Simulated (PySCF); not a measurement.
## Core binding energy against partial charge

Species: C4H7S (charge -1).
Atom-mapped SMILES: `[CH3:1][CH2:2]/[CH:3]=[CH:4]/[S-:5]`

Binding energies: PySCF 2.14.0, delta-SCF UKS SCAN, pcX-2 on the ionised atom, pcseg-1 elsewhere, spin-free X2C. Charges: PBE0/pcSseg-1 ground-state density, for the ionised atom.

| atom | environment | C 1s (eV) | Mulliken (e) | IAO (e) | Hirshfeld (e) | ESP (e) |
| --- | --- | --- | --- | --- | --- | --- |
| C3 | carbon bonded to 2 C and H | 284.27 | -0.236 | -0.290 | -0.145 | -0.339 |
| C4 | alkene CH carbon | 285.28 | -0.202 | -0.229 | -0.117 | -0.215 |
| C2 | allylic carbon | 286.52 | -0.214 | -0.232 | -0.084 | +0.346 |
| C1 | methyl carbon | 286.81 | -0.279 | -0.404 | -0.131 | -0.253 |

Q: Give the correlation coefficient and slope of binding energy on charge for each scheme.

A: Hirshfeld: r = 0.56, slope 24.7 eV per e; ESP: r = 0.54, slope 2.0 eV per e; IAO: r = -0.36, slope -5.2 eV per e; Mulliken: r = -0.37, slope -12.9 eV per e. On 4 points no scheme stands out.

Q: The point-charge model writes a binding energy as kq + V + constant, with V the potential of the other atoms' charges at the site. What does it give with the IAO charges?

A: V = Σ 14.40 eV Å × q/r over all other atoms: -4.94 eV at C3, -6.84 eV at C4, -3.81 eV at C2, +0.38 eV at C1. Fitting binding energy − V to q gives k = 27.7 eV per e and leaves an rms residual of 0.63 eV, against 0.94 eV for the fit on q alone. The model has no term for differences in relaxation between sites.

The unrestricted hole states depart most from a pure doublet (⟨S²⟩ = 0.75; over 0.85 named) for C 1s of C4 (0.91), which makes this value less certain. The species carries charge -1, so core ionisation leaves a neutral species. The basis sets have no added diffuse functions. Isolated species at its PBE0-D3(BJ)/def2-SVP geometry (one conformer only).

The values belong to the conformer `[CH3:1][CH2:2]/[CH:3]=[CH:4]/[S-:5]`: C1–C2–C3–C4 116°.
